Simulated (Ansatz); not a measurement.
# BH2F− (SMILES [BH2-]F): U-r2SCAN/STO-3G

What is the energy change on altering one bond length of BH2F− at U-r2SCAN/STO-3G? 

The calculation is run with Ansatz 0.2.0.

1 further run of the same task is left out (it didn't finish).

### Step 1. The system as given

The species is BH2F− (4 atoms), meant as a doublet with charge -1. As SMILES, `[BH2-]F`. Geometry: relaxed at GFN2-xTB.

Bond lengths: B1–F2 1.499 Å, B1–H3 1.242 Å, B1–H4 1.242 Å. Angles: F2–B1–H3 108.4°, F2–B1–H4 108.4°, H3–B1–H4 113.0°.

### Step 2. A single-point energy at U-r2SCAN/STO-3G

The input, in.yaml:

```yaml
crystal:
  periodic: [false, false, false]
  atoms:
    - {symbol: B, position_ang: [-0.086340, 0.304430, 0.102380]}
    - {symbol: F, position_ang: [1.031910, -0.468820, 0.732960]}
    - {symbol: H, position_ang: [-1.140340, -0.333670, 0.256190]}
    - {symbol: H, position_ang: [0.194760, 0.498060, -1.091520]}
basis:
  gaussian: {orbitals: STO-3G}
total_charge: -1
magnetization: {spin_polarized: true, initial_magnetization: 1}
hamiltonian: {xc: {name: r2SCAN}}
accuracy: high
```

Launch:

```console
$ ansatz run in.yaml --threads 1 --pin off --max-ram 2610MiB --events-out events.jsonl --progress --plain --runs-dir runs
```

The program printed:

```text
Warning: RAYON_NUM_THREADS=1 ignored (pool sized by the plan → 1); use --threads N
Functional definition: r2SCAN
  name "r2SCAN"
  parameter k0 = 0.174
  parameter k1 = 0.065
  parameter a1 = 4.9479
  exchange = r2scan_x(k0 = k0, k1 = k1, a1 = a1)
  correlation = r2scan_c
188 factors; integrals over basis functions are off by at most 3.7e-8 eV
mean field evaluation 1: about -3355.3905 eV, gradient 4.7e1 eV
mean field evaluation 2: about -3363.6155 eV, gradient 2.6e1 eV
mean field evaluation 4: about -3371.4706 eV, gradient 8.5e-1 eV
mean field evaluation 8: about -3371.4161 eV, gradient 7.6e-3 eV
mean field evaluation 16: about -3371.4161 eV, gradient 5.3e-7 eV
mean field -3371.41605170 eV, -123.8972546721 hartree, gradient 6.1e-8 eV, S^2 0.751859; 0 other end points of the search recorded, 0 dependent functions left out
reference -3371.41605231 eV, -123.8972546946 hartree; 9, 8 occupied and 3, 4 virtual orbitals, 188 factors
Total energy: -3371.41605231 eV, -123.8972546946 hartree
```

It took 1.9 s on 1 thread of AMD EPYC 7R43 (Zen 3), shared host; peak memory 0.17 GiB.

### Step 3. The distorted shape, same level

The input, job.yaml:

```yaml
crystal:
  periodic: [false, false, false]
  atoms:
    - {symbol: B, position_ang: [-0.156622, 0.256018, 0.400884]}
    - {symbol: F, position_ang: [0.961628, -0.517232, 1.031464]}
    - {symbol: H, position_ang: [-1.210622, -0.382082, 0.554694]}
    - {symbol: H, position_ang: [0.194760, 0.498060, -1.091520]}
basis:
  gaussian:
    orbitals: STO-3G
total_charge: -1
magnetization:
  spin_polarized: true
  initial_magnetization: 1
hamiltonian:
  xc: {name: r2SCAN}
accuracy: high
```

Launch:

```console
$ ansatz run job.yaml --threads 1 --pin off --max-ram 2610MiB --events-out events.jsonl --progress --plain --runs-dir runs
```

The program printed, cut to the lines that bear on the results:

```text
Warning: RAYON_NUM_THREADS=1 ignored (pool sized by the plan → 1); use --threads N
[... 7 set-up lines as earlier in the session ...]
187 factors; integrals over basis functions are off by at most 4.0e-8 eV
mean field evaluation 1: about -3346.4923 eV, gradient 6.3e1 eV
mean field evaluation 2: about -3359.3010 eV, gradient 2.8e1 eV
mean field evaluation 4: about -3370.6145 eV, gradient 1.7e0 eV
mean field evaluation 8: about -3370.5721 eV, gradient 4.2e-2 eV
mean field evaluation 16: about -3370.5722 eV, gradient 9.6e-7 eV
mean field -3370.57215460 eV, -123.8662420256 hartree, gradient 3.1e-8 eV, S^2 0.751953; 0 other end points of the search recorded, 0 dependent functions left out
reference -3370.57215525 eV, -123.8662420494 hartree; 9, 8 occupied and 3, 4 virtual orbitals, 187 factors
Total energy: -3370.57215525 eV, -123.8662420494 hartree
```

It took 2 s on 1 thread of AMD EPYC 7R43 (Zen 3), shared host; peak memory 0.18 GiB.

### Step 4. Outcome

At U-r2SCAN/STO-3G:

```
                                                         quantity          value
                                        first shape: total energy  -123.89725 Eh
                                                first shape: ⟨S²⟩          0.752
                                    distorted shape: total energy  -123.86624 Eh
                                            distorted shape: ⟨S²⟩          0.752
energy change with the B1–H4 bond stretched from 1.242 to 1.552 Å       0.844 eV
```

In words: With the B1–H4 bond stretched from 1.242 to 1.552 Å the energy rises by 0.84 eV (81.4 kJ/mol). The first shape isn't relaxed at this level, so the change isn't measured from a minimum. The minimal basis adds a large error of its own.
